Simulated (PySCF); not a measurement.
Gas-phase reaction: 3 SiO2 + 6 Cl ⇌ 3 SiCl2 + 2 O3

Method: PySCF energies (xtb for GFN2) plus ideal-gas RRHO corrections (1 bar). 'Table' is the NASA 1993 thermochemical table (part measured, part estimated). After a fit of one offset per element over all species, the range-separated, M06-2X, PBE0/def2-QZVP and CCSD(T)/def2-TZVPP enthalpies, where run, lie to one side of the table for SiO2 (+35 kJ/mol), O3 (+19 kJ/mol): a fault of the table's entry, another state or a shared error of the levels is possible; this was not checked at source. † marks an energy on the PBE0/def2-TZVP geometry and frequencies; other levels use their own. CCSD(T) freezes the core. Open shells (unrestricted): Cl (multiplicity 2, electronic degeneracy 6); the rest are closed-shell singlets. GFN2 has no spin-polarisation term. Spin-orbit splitting is ignored; it lowers the true energy and changes the entropy of Cl. For this reaction the table lies outside the span of B3LYP, CCSD(T), M06-2X, MP2, PBE0, r2SCAN, ωB97M-V, ωB97X-V in their largest bases here; which side is off was not settled. CCSD(T) isn't extrapolated to the basis-set limit; its ΔH°(298 K) is -71.1 kJ in def2-SVP and -45.5 kJ in def2-TZVPP. The harmonic model lacks anharmonicity and excited electronic states, which grow with temperature; levels with a mode under 35 cm⁻¹ are left out. Strong static correlation: O3. The table's entry may be an old estimate for SiO2, SiCl2 (not checked at source). Warning, large T1 diagnostic: O3, SiO2 (CCSD(T)/def2-TZVPP†).

```
level                ΔH°(298 K), kJ  minus table  ΔG°(1800 K), kJ
-------------------  --------------  -----------  ---------------
table                         -33.8            -            654.9
CCSD(T)/def2-TZVPP†           -45.5        -11.7            685.3
GFN2-xTB                      808.0        841.8           1500.7
PBE/def2-SVP                 -444.2       -410.4            281.7
PBE0/def2-SVP†               -301.0       -267.2            429.8
LDA/def2-TZVP†               -560.8       -527.0            170.0
ωB97M-V/def2-TZVP†           -147.2       -113.4            583.6
```
